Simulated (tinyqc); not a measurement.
A ladder of methods, and size consistency: correlation methods against full CI in the sto-3g basis, for LiH, spin multiplicity 1. Computed by the program tinyqc with PySCF. 

Geometry (angstrom):
```
atom       x       y       z
Li    0.0000  0.0000  0.0000
H     0.0000  0.0000  1.6940
```

RHF energy of one = -7.857503 hartree

All electrons correlated; +Q is the Davidson correction (1 - c0^2) E_corr. The last columns treat two copies 100 angstrom apart as one system. FCI is the lowest singlet.

Correlation energies (hartree):
```
method   E_corr of one  share of FCI (%)  E_corr of two at 100 angstrom  two minus twice one (mhartree)
MP2          -0.013727           61.9241                      -0.027455                       -2.78e-05
CISD         -0.022153           99.9327                      -0.043089                          1.2176
CISD+Q       -0.022812          102.9032                      -0.045349                          0.2743
CCSD         -0.022156           99.9467                      -0.044313                       -6.23e-05
CCSD(T)      -0.022166           99.9891                      -0.044331                       -6.21e-05
FCI          -0.022168          100.0000                              -                               -
```

MP2 recovers 62 %, CISD 99.9 % and CCSD 99.9 % of the FCI value (c0^2 = 0.970 in CISD). MP2 and coupled cluster are size consistent, so their last column vanishes but for a trace of long-range electrostatics; CISD loses 1.22 mhartree, since a double excitation on each copy is a quadruple of the pair, and the Davidson correction leaves +0.27.
